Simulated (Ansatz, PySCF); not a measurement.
Species: HO₂, charge 0, multiplicity 2. It need not be the lowest isomer of its formula. 
Coordinates optimised at B3LYP-D3(BJ)/def2-TZVP (Ansatz, a program for electronic structure):
```xyz
3

O      0.0587     0.7153    -0.0516
O      0.0423    -0.6096    -0.0011
H     -0.8076    -0.8455     0.4215
```
Charge 0, spin multiplicity 2.

Wanted: atomisation energy (electronic, to ground-state atoms), in eV. Cores are frozen in the correlated levels unless marked. UHF or UKS for open shells. No spin-orbit coupling. Non-relativistic. The coupled-cluster limit lacks core correlation, which all-electron functionals hold. CBS marks a two-point X^-3 extrapolation of the correlation energy; Hartree-Fock from the larger set.

```tsv
level	program	atomisation energy (eV)
HF-D3(BJ)/def2-TZVPD	PySCF + dftd3	3.23
PBE0-D4/def2-TZVP	Ansatz + dftd4	7.59
PBE0/def2-TZVP	Ansatz	7.58
CAM-B3LYP/def2-TZVPD	Ansatz	7.71
B2GP-PLYP-D3(BJ)/def2-TZVPD	Ansatz + dftd3	7.31
PBE-QIDH/def2-TZVPD	Ansatz	7.17
MP2/6-31G*	Ansatz	6.51
RI-MP2/def2-TZVPPD	Ansatz	7.39
CCSD/def2-TZVPP	Ansatz	6.92
CCSD/cc-pVQZ	Ansatz	7.09
CCSD/CBS(def2-TZVPPD,def2-QZVPPD)	Ansatz	7.22
CCSD(T)/def2-TZVPPD	Ansatz	7.25
CCSDT(Q)/cc-pVDZ	Ansatz	6.56
CCSD(T)/CBS(def2-TZVPP,def2-QZVPP)	Ansatz	7.57
CCSD(T)/CBS(aug-cc-pVTZ,aug-cc-pVQZ)	Ansatz	7.59
```
